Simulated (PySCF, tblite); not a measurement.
# ClF: protonation

What do calculations give for the protonation of ClF (`FCl`)?

Programs: tblite 0.8.0 and PySCF 2.14.0, with routines of our own; each step states its level. All values are computed. Atoms count from 0.

## Step 1: The starting structure

2 atoms, charge 0, multiplicity 1; geometry from: start built from the parent or by distance geometry.

## Step 2: Geometry optimisation with GFN2-xTB

What the job is given:

```
{"job": {"kind": "relax", "xc": "GFN2-xTB", "basis": "xTB"}, "charge": 0, "multiplicity": 1}
F      0.864300    -0.006100    -0.005300
Cl    -0.858800     0.008700    -0.023000
```

Started as:

```
OMP_NUM_THREADS=1 python redox_run.py task.json out
```

One launch serves the whole session: the jobs run in the order shown.

Output:

```text
step      E/eV     max force
  0    -250.83600    0.760
  1    -250.84846    0.381
  2    -250.85226    0.038
  3    -250.85229    0.002
```

Wall time 0.01 s (1 thread of Arm Neoverse V2, shared host).

Step by step:

```tsv
step	energy from step 0 (eV)	largest force (eV/Å)
0	0.0000	0.7601
1	-0.0125	0.3810
2	-0.0163	0.0380
3	-0.0163	0.0020
```

The bond:

```tsv
bond	before (Å)	after (Å)	change (Å)
F0–Cl1	1.723	1.682	-0.042
```

The end geometry stands in the next job.

## Step 3: Vibrational analysis with GFN2-xTB

What the job is given:

```
{"job": {"kind": "ir", "xc": "GFN2-xTB", "basis": "xTB"}, "charge": 0, "multiplicity": 1}
F      0.843533    -0.005940    -0.005495
Cl    -0.838019     0.008476    -0.022802
```

Output:

```text
mode    cm-1     km/mol
  1     664.5     74.80
ZPE 3.975  H(298)-E 12.987  G(298)-E -52.237 kJ/mol  S 218.76 J/(mol K)
```

Run time: 0.03 s. Hardware: 1 thread of Arm Neoverse V2, shared host.

Which atoms move in the most intense modes:

```tsv
cm⁻¹	km/mol	atoms
664	74.8	F0 65 %, Cl1 35 %
```

## Step 4: Relaxing the molecule at PBE0-D3(BJ)/def2-SVP

What the job is given:

```
{"job": {"xc": "PBE0", "basis": "def2-SVP", "d3": "d3bj", "grid": 1, "kind": "geom"}, "charge": 0, "multiplicity": 1}
F      0.843533    -0.005940    -0.005495
Cl    -0.838019     0.008476    -0.022802
```

Output:

```text
step   0  E = -559.47578930  max force = 0.019510
step   1  E = -559.47644251  max force = 0.003513
step   2  E = -559.47646086  max force = 0.000708
step   3  E = -559.47646177  max force = 0.000059
optimisation converged
```

It took 0.92 s on 1 thread of Arm Neoverse V2, shared host.

Along the way:

```tsv
step	energy from step 0 (eV)	largest force component (eV/Å)
0	0.0000	1.0032
1	-0.0178	0.1806
2	-0.0183	0.0364
3	-0.0183	0.0030
```

The bond:

```tsv
bond	before (Å)	after (Å)	change (Å)
F0–Cl1	1.682	1.644	-0.038
```

The next job starts from the end point, and lists it.

```tsv
at the end point	value
point group (found at 0.08 Å tolerance)	Cinfv
rotational constants (GHz, main isotopes)	15.197, 15.197
dipole moment (D)	1.15
```

## Step 5: Harmonic vibrations (ClF): PBE0-D3(BJ)/def2-SVP

What the job is given:

```
{"job": {"xc": "PBE0", "basis": "def2-SVP", "d3": "d3bj", "grid": 2, "kind": "hessian"}, "charge": 0, "multiplicity": 1}
F      0.819918     0.057142    -0.081105
Cl    -0.814408    -0.054607     0.052807
```

Output:

```text
coarse grid: 2712 points
cycle   1  E = -559.3971978693  dE =  1.076e-01  |g| = 3.599e-01  |ddm| = 1.555e+00
cycle   2  E = -559.3631748609  dE =  3.402e-02  |g| = 5.630e-01  |ddm| = 5.652e-01
cycle   3  E = -559.4193419573  dE = -5.617e-02  |g| = 5.724e-02  |ddm| = 3.817e-01
cycle   4  E = -559.4199668664  dE = -6.249e-04  |g| = 9.205e-03  |ddm| = 4.338e-02
cycle   5  E = -559.4199861591  dE = -1.929e-05  |g| = 1.278e-03  |ddm| = 8.028e-03
cycle   6  E = -559.4199865616  dE = -4.025e-07  |g| = 9.611e-05  |ddm| = 1.423e-03
final grid: 23352 points
cycle   7  E = -559.4764733417  dE = -2.841e-06  |g| = 2.251e-03  |ddm| = 5.313e-03
cycle   8  E = -559.4764716100  dE =  1.732e-06  |g| = 3.854e-03  |ddm| = 4.536e-03
cycle   9  E = -559.4764744130  dE = -2.803e-06  |g| = 2.288e-04  |ddm| = 2.551e-03
cycle  10  E = -559.4764744229  dE = -9.933e-09  |g| = 1.762e-05  |ddm| = 2.720e-04
cycle  11  E = -559.4764744230  dE = -4.923e-11  |g| = 3.940e-06  |ddm| = 1.646e-05
converged SCF energy = -559.4764744230

mode    cm-1
  1     802.1
ZPE 4.798  H(298)-E 13.678  G(298)-E -51.249 kJ/mol  S 217.77 J/(mol K)
```

Run time: 1.5 s. Hardware: 1 thread of Arm Neoverse V2, shared host.

Zero-point energy 4.80 kJ/mol (xTB gave 3.98).

## Step 6: Single point (ClF): wB97X-D3(BJ)/def2-TZVP

Geometry: PBE0-D3(BJ)/def2-SVP.

What the job is given:

```
{"job": {"kind": "sp", "xc": "wB97X", "basis": "def2-TZVP", "d3": "d3bj", "grid": 2}, "charge": 0, "multiplicity": 1}
F      0.819918     0.057142    -0.081105
Cl    -0.814408    -0.054607     0.052807
```

Output:

```text
coarse grid: 2712 points
cycle   1  E = -560.0009045924  dE =  5.589e-02  |g| = 3.529e-01  |ddm| = 1.216e+00
cycle   2  E = -560.0109183608  dE = -1.001e-02  |g| = 2.879e-01  |ddm| = 3.019e-01
cycle   3  E = -560.0216742110  dE = -1.076e-02  |g| = 7.787e-02  |ddm| = 1.464e-01
cycle   4  E = -560.0225269685  dE = -8.528e-04  |g| = 9.753e-03  |ddm| = 3.324e-02
cycle   5  E = -560.0225568601  dE = -2.989e-05  |g| = 2.725e-03  |ddm| = 9.230e-03
cycle   6  E = -560.0225590379  dE = -2.178e-06  |g| = 5.537e-04  |ddm| = 2.326e-03
final grid: 23352 points
cycle   7  E = -560.0227422529  dE = -1.784e-05  |g| = 5.914e-03  |ddm| = 8.531e-03
cycle   8  E = -560.0227421543  dE =  9.856e-08  |g| = 5.063e-03  |ddm| = 3.883e-03
cycle   9  E = -560.0227452093  dE = -3.055e-06  |g| = 1.211e-03  |ddm| = 2.176e-03
cycle  10  E = -560.0227454111  dE = -2.018e-07  |g| = 4.225e-05  |ddm| = 5.637e-04
cycle  11  E = -560.0227454118  dE = -7.331e-10  |g| = 1.386e-05  |ddm| = 4.969e-05
converged SCF energy = -560.0227454118
```

Run time: 0.41 s. Hardware: 1 thread of Arm Neoverse V2, shared host.

## Step 7: Relaxing the molecule with GFN2-xTB

This step treats HClF+, `F[ClH+]`.

What the job is given:

```
{"job": {"kind": "relax", "xc": "GFN2-xTB", "basis": "xTB"}, "charge": 1, "multiplicity": 1}
F      0.836200     0.051000    -0.086400
Cl    -0.825100    -0.046000     0.029800
H     -1.485200     0.294200    -1.049300
```

Output:

```text
step      E/eV     max force
  0    -249.06292    1.182
  1    -249.10679    0.949
  2    -249.21054    0.955
  3    -249.24264    0.926
  4    -249.28971    0.651
  5    -249.30281    0.336
  6    -249.30637    0.131
  7    -249.30677    0.061
  8    -249.30687    0.001
```

Run time: 0.03 s. Hardware: 1 thread of Arm Neoverse V2, shared host.

Step by step:

```tsv
step	energy from step 0 (eV)	largest force (eV/Å)
0	0.0000	1.1820
1	-0.0439	0.9488
2	-0.1476	0.9545
3	-0.1797	0.9258
4	-0.2268	0.6515
5	-0.2399	0.3355
6	-0.2434	0.1310
7	-0.2439	0.0615
8	-0.2440	0.0010
```

Close pairs (by a distance rule), those that changed most:

```tsv
bond	before (Å)	after (Å)	change (Å)
F0–Cl1	1.668	1.626	-0.042
Cl1–H2	1.310	1.321	+0.011
```

The next job starts from the end point, and lists it.

## Step 8: Vibrational analysis with GFN2-xTB

What the job is given:

```
{"job": {"kind": "ir", "xc": "GFN2-xTB", "basis": "xTB"}, "charge": 1, "multiplicity": 1}
F      0.700972     0.087370    -0.208370
Cl    -0.876156    -0.086976     0.146399
H     -1.299026     0.298916    -1.043939
```

Output:

```text
mode    cm-1     km/mol
  1     625.0     51.95
  2     805.1     53.06
  3    2069.0      2.54
ZPE 20.929  H(298)-E 31.433  G(298)-E -40.535 kJ/mol  S 241.38 J/(mol K)
```

Wall time 0.04 s (1 thread of Arm Neoverse V2, shared host).

Which atoms move in the most intense modes:

```tsv
cm⁻¹	km/mol	atoms
625	52.0	F0 61 %, Cl1 36 %
805	53.1	H2 90 %
2069	2.5	H2 97 %
```

## Step 9: Geometry optimisation at PBE0-D3(BJ)/def2-SVP

This step treats HClF+, `F[ClH+]`.

What the job is given:

```
{"job": {"xc": "PBE0", "basis": "def2-SVP", "d3": "d3bj", "grid": 1, "kind": "geom"}, "charge": 1, "multiplicity": 1}
F      0.700972     0.087370    -0.208370
Cl    -0.876156    -0.086976     0.146399
H     -1.299026     0.298916    -1.043939
```

Output:

```text
step   0  E = -559.67014809  max force = 0.017140
step   1  E = -559.67065717  max force = 0.007389
step   2  E = -559.67074733  max force = 0.000830
step   3  E = -559.67074931  max force = 0.000060
optimisation converged
```

It took 1 s on 1 thread of Arm Neoverse V2, shared host.

Step by step:

```tsv
step	energy from step 0 (eV)	largest force component (eV/Å)
0	0.0000	0.8814
1	-0.0139	0.3800
2	-0.0163	0.0427
3	-0.0164	0.0031
```

Distances of close pairs at the start and the end, largest changes first:

```tsv
bond	before (Å)	after (Å)	change (Å)
F0–Cl1	1.626	1.597	-0.028
Cl1–H2	1.321	1.330	+0.009
```

The end geometry stands in the next job.

```tsv
at the end point	value
point group (found at 0.08 Å tolerance)	Cs
rotational constants (GHz, main isotopes)	298.9, 15.804, 15.010
```

## Step 10: Harmonic vibrations (HClF+, F[ClH+]): PBE0-D3(BJ)/def2-SVP

What the job is given:

```
{"job": {"xc": "PBE0", "basis": "def2-SVP", "d3": "d3bj", "grid": 2, "kind": "hessian"}, "charge": 1, "multiplicity": 1}
F      0.701106     0.079474    -0.195901
Cl    -0.852964    -0.082273     0.136807
H     -1.322351     0.302109    -1.046816
```

Output:

```text
coarse grid: 3336 points
cycle   1  E = -559.5473938199  dE =  6.877e-01  |g| = 5.354e-01  |ddm| = 1.813e+00
cycle   2  E = -559.4807462849  dE =  6.665e-02  |g| = 8.291e-01  |ddm| = 1.084e+00
cycle   3  E = -559.6114393861  dE = -1.307e-01  |g| = 1.246e-01  |ddm| = 6.207e-01
cycle   4  E = -559.6140906072  dE = -2.651e-03  |g| = 1.624e-02  |ddm| = 9.080e-02
cycle   5  E = -559.6141387207  dE = -4.811e-05  |g| = 3.207e-03  |ddm| = 1.454e-02
cycle   6  E = -559.6141419205  dE = -3.200e-06  |g| = 4.687e-04  |ddm| = 3.611e-03
final grid: 28728 points
cycle   7  E = -559.6707088267  dE = -3.262e-06  |g| = 2.406e-03  |ddm| = 5.335e-03
cycle   8  E = -559.6707065650  dE =  2.262e-06  |g| = 4.295e-03  |ddm| = 4.524e-03
cycle   9  E = -559.6707099902  dE = -3.425e-06  |g| = 1.420e-04  |ddm| = 2.730e-03
cycle  10  E = -559.6707099945  dE = -4.319e-09  |g| = 2.383e-05  |ddm| = 1.778e-04
cycle  11  E = -559.6707099946  dE = -1.335e-10  |g| = 5.476e-06  |ddm| = 3.060e-05
cycle  12  E = -559.6707099946  dE = -7.958e-12  |g| = 1.382e-06  |ddm| = 6.747e-06
converged SCF energy = -559.6707099946

mode    cm-1
  1     820.3
  2    1003.9
  3    2660.5
ZPE 26.825  H(298)-E 37.027  G(298)-E -34.453 kJ/mol  S 239.75 J/(mol K)
```

Run time: 2.6 s. Hardware: 1 thread of Arm Neoverse V2, shared host.

Zero-point energy 26.82 kJ/mol (xTB gave 20.93).

## Step 11: Single point (HClF+, F[ClH+]): wB97X-D3(BJ)/def2-TZVP

Geometry: PBE0-D3(BJ)/def2-SVP.

What the job is given:

```
{"job": {"kind": "sp", "xc": "wB97X", "basis": "def2-TZVP", "d3": "d3bj", "grid": 2}, "charge": 1, "multiplicity": 1}
F      0.701106     0.079474    -0.195901
Cl    -0.852964    -0.082273     0.136807
H     -1.322351     0.302109    -1.046816
```

Output:

```text
coarse grid: 3336 points
cycle   1  E = -560.1408342726  dE =  6.863e-01  |g| = 5.891e-01  |ddm| = 1.398e+00
cycle   2  E = -560.1842994813  dE = -4.347e-02  |g| = 5.125e-01  |ddm| = 7.200e-01
cycle   3  E = -560.2211212876  dE = -3.682e-02  |g| = 1.382e-01  |ddm| = 2.822e-01
cycle   4  E = -560.2236310167  dE = -2.510e-03  |g| = 1.894e-02  |ddm| = 5.893e-02
cycle   5  E = -560.2237050298  dE = -7.401e-05  |g| = 4.162e-03  |ddm| = 1.466e-02
cycle   6  E = -560.2237094141  dE = -4.384e-06  |g| = 9.223e-04  |ddm| = 3.259e-03
final grid: 28728 points
cycle   7  E = -560.2240804631  dE = -1.973e-05  |g| = 5.237e-03  |ddm| = 8.979e-03
cycle   8  E = -560.2240806312  dE = -1.681e-07  |g| = 4.150e-03  |ddm| = 3.170e-03
cycle   9  E = -560.2240826351  dE = -2.004e-06  |g| = 1.149e-03  |ddm| = 1.832e-03
cycle  10  E = -560.2240828200  dE = -1.849e-07  |g| = 6.718e-05  |ddm| = 5.119e-04
cycle  11  E = -560.2240828225  dE = -2.489e-09  |g| = 2.312e-05  |ddm| = 8.476e-05
converged SCF energy = -560.2240828225
```

Wall time 0.49 s (1 thread of Arm Neoverse V2, shared host).

## Step 12: Optimising the geometry with GFN2-xTB

This step treats HClF+, `[FH+]Cl`.

What the job is given:

```
{"job": {"kind": "relax", "xc": "GFN2-xTB", "basis": "xTB"}, "charge": 1, "multiplicity": 1}
F      0.836200     0.051000    -0.086400
Cl    -0.825100    -0.046000     0.029800
H      1.732900     0.138000    -0.061000
```

Output:

```text
step      E/eV     max force
  0    -248.35088    3.766
  1    -248.58570    2.151
  2    -248.70031    0.281
  3    -248.70401    0.221
  4    -248.70588    0.221
  5    -248.71053    0.362
  6    -248.71855    0.983
  7    -248.72958    0.839
  8    -248.82373    1.104
  9    -248.83480    0.510
 10    -248.85000    0.395
 11    -248.85269    0.204
 12    -248.85339    0.022
 13    -248.85341    0.004
```

Run time: 0.04 s. Hardware: 1 thread of Arm Neoverse V2, shared host.

Along the way:

```tsv
step	energy from step 0 (eV)	largest force (eV/Å)
0	0.0000	3.7660
1	-0.2348	2.1512
2	-0.3494	0.2810
3	-0.3531	0.2213
4	-0.3550	0.2214
5	-0.3597	0.3616
6	-0.3677	0.9827
7	-0.3787	0.8393
8	-0.4729	1.1044
9	-0.4839	0.5098
10	-0.4991	0.3946
11	-0.5018	0.2042
12	-0.5025	0.0219
13	-0.5025	0.0041
```

Close pairs (by a distance rule), those that changed most:

```tsv
bond	before (Å)	after (Å)	change (Å)
F0–Cl1	1.668	1.826	+0.158
F0–H2	0.901	0.980	+0.079
```

The end geometry stands in the next job.

## Step 13: Vibrational analysis with GFN2-xTB

What the job is given:

```
{"job": {"kind": "ir", "xc": "GFN2-xTB", "basis": "xTB"}, "charge": 1, "multiplicity": 1}
F      0.898926    -0.062150    -0.388084
Cl    -0.846233    -0.001556     0.147374
H      1.691181     0.206749     0.123075
```

Output:

```text
mode    cm-1     km/mol
  1     552.5     20.21
  2     590.1    380.57
  3    2985.9    518.45
ZPE 24.694  H(298)-E 35.538  G(298)-E -36.218 kJ/mol  S 240.67 J/(mol K)
```

It took 0.05 s on 1 thread of Arm Neoverse V2, shared host.

The strongest bands and the atoms that carry them (share of the mass-weighted mode):

```tsv
cm⁻¹	km/mol	atoms
552	20.2	F0 39 %, H2 32 %, Cl1 29 %
590	380.6	H2 61 %, F0 31 %
2986	518.5	H2 95 %
```

## Step 14: Relaxing the molecule at PBE0-D3(BJ)/def2-SVP

This step treats HClF+, `[FH+]Cl`.

What the job is given:

```
{"job": {"xc": "PBE0", "basis": "def2-SVP", "d3": "d3bj", "grid": 1, "kind": "geom"}, "charge": 1, "multiplicity": 1}
F      0.898926    -0.062150    -0.388084
Cl    -0.846233    -0.001556     0.147374
H      1.691181     0.206749     0.123075
```

Output:

```text
step   0  E = -559.66579552  max force = 0.017066
step   1  E = -559.66994778  max force = 0.003970
step   2  E = -559.67001341  max force = 0.001156
step   3  E = -559.67001708  max force = 0.000264
optimisation converged
```

It took 0.95 s on 1 thread of Arm Neoverse V2, shared host.

Along the way:

```tsv
step	energy from step 0 (eV)	largest force component (eV/Å)
0	0.0000	0.8776
1	-0.1130	0.2041
2	-0.1148	0.0594
3	-0.1149	0.0136
```

Close pairs (by a distance rule), those that changed most:

```tsv
bond	before (Å)	after (Å)	change (Å)
F0–Cl1	1.826	1.787	-0.040
F0–H2	0.980	0.966	-0.015
```

The next job starts from the end point, and lists it.

```tsv
at the end point	value
point group (found at 0.08 Å tolerance)	Cs
rotational constants (GHz, main isotopes)	676.8, 12.137, 11.924
```

## Step 15: Harmonic vibrations (HClF+, [FH+]Cl): PBE0-D3(BJ)/def2-SVP

What the job is given:

```
{"job": {"xc": "PBE0", "basis": "def2-SVP", "d3": "d3bj", "grid": 2, "kind": "hessian"}, "charge": 1, "multiplicity": 1}
F      0.918540    -0.088270    -0.464902
Cl    -0.747824     0.011988     0.171947
H      1.573102     0.219252     0.175301
```

Output:

```text
coarse grid: 3336 points
cycle   1  E = -559.5932900586  dE =  5.139e-01  |g| = 3.120e-01  |ddm| = 1.690e+00
cycle   2  E = -559.6099240083  dE = -1.663e-02  |g| = 1.699e-01  |ddm| = 4.999e-01
cycle   3  E = -559.6147724894  dE = -4.848e-03  |g| = 8.022e-02  |ddm| = 1.758e-01
cycle   4  E = -559.6158922896  dE = -1.120e-03  |g| = 2.723e-02  |ddm| = 6.525e-02
cycle   5  E = -559.6160211093  dE = -1.288e-04  |g| = 2.966e-03  |ddm| = 1.603e-02
cycle   6  E = -559.6160234268  dE = -2.317e-06  |g| = 3.459e-04  |ddm| = 2.952e-03
final grid: 28728 points
cycle   7  E = -559.6700061634  dE = -1.473e-05  |g| = 1.937e-03  |ddm| = 7.778e-03
cycle   8  E = -559.6700064395  dE = -2.761e-07  |g| = 1.657e-03  |ddm| = 2.989e-03
cycle   9  E = -559.6700068078  dE = -3.683e-07  |g| = 5.640e-04  |ddm| = 1.161e-03
cycle  10  E = -559.6700068706  dE = -6.276e-08  |g| = 5.280e-05  |ddm| = 4.555e-04
cycle  11  E = -559.6700068712  dE = -6.571e-10  |g| = 1.022e-05  |ddm| = 5.299e-05
cycle  12  E = -559.6700068713  dE = -3.320e-11  |g| = 3.187e-06  |ddm| = 1.491e-05
converged SCF energy = -559.6700068713

mode    cm-1
  1     582.0
  2     946.7
  3    3525.3
ZPE 30.230  H(298)-E 40.711  G(298)-E -30.761 kJ/mol  S 239.72 J/(mol K)
```

Wall time 2.5 s (1 thread of Arm Neoverse V2, shared host).

Zero-point energy 30.23 kJ/mol (xTB gave 24.69).

## Step 16: Single point (HClF+, [FH+]Cl): wB97X-D3(BJ)/def2-TZVP

Geometry: PBE0-D3(BJ)/def2-SVP.

What the job is given:

```
{"job": {"kind": "sp", "xc": "wB97X", "basis": "def2-TZVP", "d3": "d3bj", "grid": 2}, "charge": 1, "multiplicity": 1}
F      0.918540    -0.088270    -0.464902
Cl    -0.747824     0.011988     0.171947
H      1.573102     0.219252     0.175301
```

Output:

```text
coarse grid: 3336 points
cycle   1  E = -560.1569828608  dE =  5.025e-01  |g| = 4.778e-01  |ddm| = 1.260e+00
cycle   2  E = -560.1940244161  dE = -3.704e-02  |g| = 3.772e-01  |ddm| = 5.041e-01
cycle   3  E = -560.2129836690  dE = -1.896e-02  |g| = 1.019e-01  |ddm| = 1.769e-01
cycle   4  E = -560.2144243242  dE = -1.441e-03  |g| = 3.303e-02  |ddm| = 5.516e-02
cycle   5  E = -560.2145933478  dE = -1.690e-04  |g| = 4.065e-03  |ddm| = 1.763e-02
cycle   6  E = -560.2146009790  dE = -7.631e-06  |g| = 1.285e-03  |ddm| = 4.737e-03
final grid: 28728 points
cycle   7  E = -560.2120637023  dE = -3.791e-05  |g| = 7.901e-03  |ddm| = 1.019e-02
cycle   8  E = -560.2120627091  dE =  9.932e-07  |g| = 7.855e-03  |ddm| = 5.251e-03
cycle   9  E = -560.2120704978  dE = -7.789e-06  |g| = 1.100e-03  |ddm| = 2.899e-03
cycle  10  E = -560.2120707061  dE = -2.083e-07  |g| = 1.860e-04  |ddm| = 6.470e-04
cycle  11  E = -560.2120707620  dE = -5.586e-08  |g| = 9.475e-05  |ddm| = 4.837e-04
cycle  12  E = -560.2120707871  dE = -2.513e-08  |g| = 4.530e-05  |ddm| = 4.211e-04
cycle  13  E = -560.2120707927  dE = -5.541e-09  |g| = 1.437e-05  |ddm| = 2.441e-04
converged SCF energy = -560.2120707927
```

Run time: 0.58 s. Hardware: 1 thread of Arm Neoverse V2, shared host.

## Step 17: Protonation: wB97X-D3(BJ)/def2-TZVP

This step combines the energies above: geometries from PBE0-D3(BJ)/def2-SVP, zero-point and thermal terms from PBE0-D3(BJ)/def2-SVP.

What the job is given:

```
{"job": {"kind": "pa", "geom": {"xc": "PBE0", "basis": "def2-SVP", "d3": "d3bj", "grid": 1}, "hess": 1, "level": {"xc": "wB97X", "basis": "def2-TZVP", "d3": "d3bj"}}, "charge": 0, "multiplicity": 1}
F      0.819918     0.057142    -0.081105
Cl    -0.814408    -0.054607     0.052807
```

Output (the driver's rows laid out field by field):

```text
protonation site by site, wB97X-D3(BJ)/def2-TZVP // PBE0-D3(BJ)/def2-SVP

row 1
  formula                 ClFH
  charge                  1
  multiplicity            1
  smiles                  F[ClH+]
  kept                    yes
  pieces                  1
  point_group             Cs
  atom                    1
  element                 Cl
  electronic              528.61
  enthalpy                511.46
  free_energy             485.53
  share_gas               1.0

row 2
  formula                 ClFH
  charge                  1
  multiplicity            1
  smiles                  [FH+]Cl
  kept                    yes
  pieces                  1
  point_group             Cs
  atom                    0
  element                 F
  electronic              497.07
  enthalpy                476.24
  free_energy             450.3
  share_gas               6.729e-07
```

Run time: 12 s. Hardware: 1 thread of Arm Neoverse V2, shared host.

Energy given off on adding a proton (kJ/mol, gas phase, 298 K for the thermal columns):

```tsv
site	product	electronic	enthalpy	free energy
Cl1	F[ClH+]	528.6	511.5	485.5
F0	[FH+]Cl	497.1	476.2	450.3
```

## Step 18: Single point (ClF): wavefunction

Geometry: PBE0-D3(BJ)/def2-SVP.

What the job is given:

```
{"job": {"kind": "sp", "xc": "CCSD(T)", "basis": "aug-cc-pVTZ", "grid": 2}, "charge": 0, "multiplicity": 1}
F      0.819918     0.057142    -0.081105
Cl    -0.814408    -0.054607     0.052807
```

Level: wavefunction single point, frozen core, gas phase.

Output:

```text
final grid: 23352 points
cycle   1  E = -558.8777228481  dE =  1.740e-02  |g| = 3.544e-01  |ddm| = 1.866e+00
cycle   2  E = -558.8992632089  dE = -2.154e-02  |g| = 1.573e-01  |ddm| = 4.438e-01
cycle   3  E = -558.9028492216  dE = -3.586e-03  |g| = 4.531e-02  |ddm| = 1.565e-01
cycle   4  E = -558.9031938808  dE = -3.447e-04  |g| = 1.170e-02  |ddm| = 4.720e-02
cycle   5  E = -558.9032335612  dE = -3.968e-05  |g| = 1.710e-03  |ddm| = 1.367e-02
cycle   6  E = -558.9032348424  dE = -1.281e-06  |g| = 3.351e-04  |ddm| = 2.212e-03
cycle   7  E = -558.9032349184  dE = -7.603e-08  |g| = 1.099e-04  |ddm| = 7.192e-04
cycle   8  E = -558.9032349250  dE = -6.587e-09  |g| = 3.146e-05  |ddm| = 2.272e-04
converged SCF energy = -558.9032349250
E(HF, exact integrals) = -558.9033330992
E(MP2) = -559.3618146519
E(CCSD) = -559.3781562231
E(CCSD(T)) = -559.3966932621
T1 diagnostic = 0.0124
```

It took 14 s on 1 thread of Arm Neoverse V2, shared host; peak memory 0.58 GiB.

## Step 19: Single point (HClF+, F[ClH+]): wavefunction

Geometry: PBE0-D3(BJ)/def2-SVP.

What the job is given:

```
{"job": {"kind": "sp", "xc": "CCSD(T)", "basis": "aug-cc-pVTZ", "grid": 2}, "charge": 1, "multiplicity": 1}
F      0.701106     0.079474    -0.195901
Cl    -0.852964    -0.082273     0.136807
H     -1.322351     0.302109    -1.046816
```

With the program's defaults for keys left out, this is: wavefunction single point, frozen core, gas phase.

Output:

```text
final grid: 28728 points
cycle   1  E = -559.0044980627  dE =  6.736e-01  |g| = 5.965e-01  |ddm| = 2.565e+00
cycle   2  E = -559.0859873732  dE = -8.149e-02  |g| = 2.757e-01  |ddm| = 1.019e+00
cycle   3  E = -559.0970644108  dE = -1.108e-02  |g| = 7.423e-02  |ddm| = 2.735e-01
cycle   4  E = -559.0979892146  dE = -9.248e-04  |g| = 2.182e-02  |ddm| = 9.258e-02
cycle   5  E = -559.0981222054  dE = -1.330e-04  |g| = 4.293e-03  |ddm| = 2.990e-02
cycle   6  E = -559.0981343251  dE = -1.212e-05  |g| = 1.575e-03  |ddm| = 9.504e-03
cycle   7  E = -559.0981357864  dE = -1.461e-06  |g| = 4.964e-04  |ddm| = 3.361e-03
cycle   8  E = -559.0981359811  dE = -1.948e-07  |g| = 1.390e-04  |ddm| = 1.450e-03
cycle   9  E = -559.0981359969  dE = -1.573e-08  |g| = 4.191e-05  |ddm| = 4.105e-04
cycle  10  E = -559.0981359987  dE = -1.847e-09  |g| = 1.763e-05  |ddm| = 1.445e-04
converged SCF energy = -559.0981359987
E(HF, exact integrals) = -559.0982314030
E(MP2) = -559.5575915971
E(CCSD) = -559.5767278732
E(CCSD(T)) = -559.5950983188
T1 diagnostic = 0.0126
```

It took 37 s on 1 thread of Arm Neoverse V2, shared host; peak memory 1.2 GiB.

(Part 1 of 2 ends here.)
